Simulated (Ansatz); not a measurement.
**GeH$_{2}$, triplet: vertical spin and charge gaps**

Geometry (PBE0/def2-TZVP stationary point for this spin, not checked as a minimum):

```yaml
atoms:
  - { symbol: Ge, position_ang: [0.0000, -0.0208, 0.0000] }
  - { symbol: H, position_ang: [0.0000, 0.7490, -1.3344] }
  - { symbol: H, position_ang: [0.0000, 0.7490, 1.3344] }
```

Basis cc-pVTZ; Ansatz 0.2.0. Correlated methods freeze the noble-gas cores and the filled d shells of p-block atoms. Prefix R: restricted or restricted open-shell reference. Active spaces: valence = (6e, 6o) chosen from the atoms' valence shells. No spin–orbit coupling is included, and no scalar relativity.

Gaps are energies of the second state less the first, at fixed atoms, for a selection of the levels run; each method lands on the state that its own search finds for that charge and spin.

For open shells CISD is restricted-active-space CI with the open shells as a complete middle space.

Removing an electron, to the doublet: 7.940 eV at full CI (triplet B1, doublet ion A1, in C2v).

```tsv
level	gap (eV)	error (meV)
RHF	7.509	-431
RMP2	7.879	-61
CISD	7.894	-46
RCCSD	7.908	-32
RCCSD(T)	7.935	-5
BCCD(T)	7.935	-5
RCCSDT	7.939	-1
RCCSDT(Q)	7.940	0
CASSCF (valence space)	7.337	-603
NEVPT2 (valence space)	7.763	-177
MRCISD (valence space)	7.879	-61
MRCISD+Q (valence space)	7.925	-15
PBE	7.971	31
r2SCAN	8.156	216
PBE0	8.016	76
B3LYP	7.950	10
wB97M-V	7.862	-78
B2PLYP	7.857	-83
RPA-PBE	8.108	168
```

Removing an electron, to the quartet: 12.417 eV at full CI (triplet B1, quartet ion A2, in C2v).

| level | gap (eV) | error (meV) |
| --- | --- | --- |
| RHF | 11.840 | -577 |
| RMP2 | 12.294 | -123 |
| CISD | 12.325 | -92 |
| RCCSD | 12.412 | -5 |
| RCCSD(T) | 12.417 | 0 |
| BCCD(T) | 12.418 | 1 |
| RCCSDT | 12.418 | 1 |
| RCCSDT(Q) | 12.417 | 0 |
| CASSCF (valence space) | 11.675 | -742 |
| NEVPT2 (valence space) | 12.160 | -257 |
| MRCISD (valence space) | 12.362 | -55 |
| MRCISD+Q (valence space) | 12.407 | -10 |
| PBE | 12.306 | -111 |
| r2SCAN | 12.369 | -48 |
| PBE0 | 12.385 | -32 |
| B3LYP | 12.478 | 61 |
| wB97M-V | 12.499 | 82 |
| B2PLYP | 12.372 | -45 |
| RPA-PBE | 12.663 | 246 |

Singlet less triplet: -0.498 eV at full CI (triplet B1, singlet A1, in C2v).

```tsv
level	gap (eV)	error (meV)
RHF	0.045	543
RMP2	-0.350	148
CISD	-0.398	100
RCCSD	-0.484	14
RCCSD(T)	-0.494	4
BCCD(T)	-0.494	4
RCCSDT	-0.495	3
RCCSDT(Q)	-0.496	2
CASSCF (valence space)	-0.461	37
NEVPT2 (valence space)	-0.448	50
MRCISD (valence space)	-0.500	-2
MRCISD+Q (valence space)	-0.500	-2
wB97M-V	-0.586	-88
```

Wrong sign: RHF.

Functionals correlate the shells that the reference freezes, so part of their error here is the reference's.

Full CI is exact within this basis and frozen core; it isn't the basis-set limit.
